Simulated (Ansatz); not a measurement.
Ideal-gas functions of H4S2Si (`[SiH3]SS`) at 600 K and 1 bar, from an Ansatz frequency run at PBE0-D4/def2-TZVP.

Molar mass 96.25 g/mol, point group C1 (symmetry number 1), electronic degeneracy 1, moments of inertia 49.232, 170.009, 209.852 u Å². Harmonic wavenumbers (cm⁻¹, unscaled): 135, 167, 269, 491, 528, 619, 628, 886, 911, 926, 947, 2223, 2238, 2248, 2672.

Use S(trans) = R[1.5 ln M + 2.5 ln T − 1.1517]; rotational temperatures θ = 24.2544 K / I; S(rot) = R[ln(√π/σ · √(T³/θAθBθC)) + 1.5]; for each mode x = 1.438777 ν̃/T, S = R[x/(eˣ − 1) − ln(1 − e⁻ˣ)] and H = RT x/(eˣ − 1); 1 cm⁻¹ = 0.0119627 kJ/mol; R = 8.31446 J/(mol·K).

Task: By hand: the entropy, in J/(mol·K).

Result: Translation 180.3. Rotation: θ = 0.4927, 0.1427, 0.1156 K, giving 117.0. Vibration, mode by mode: 17.73, 15.98, 12.10, 7.42, 6.89, 5.75, 5.65, 3.45, 3.30, 3.20, 3.08, 0.26, 0.25, 0.24, 0.10, in all 85.4. Electronic 0.0. Sum 382.7 J/(mol·K).

Task: By hand: H − E and G − E in kJ/mol, counted from the electronic energy.

Result: Zero-point energy ½ × 15888 × 0.0119627 = 95.0; thermal vibration 27.1; translation, rotation and pV give 4 RT = 20.0. H − E = 142.1 kJ/mol, and G − E = 142.1 − 600 × 382.7/1000 = -87.5 kJ/mol.

Vibration gives 22 % of the entropy, 17.7 J/(mol·K) of it from the mode under 150 cm⁻¹: soft modes count most, and the harmonic formula is weakest for them. The sum counts one conformer and one mirror image; others add a mixing term.
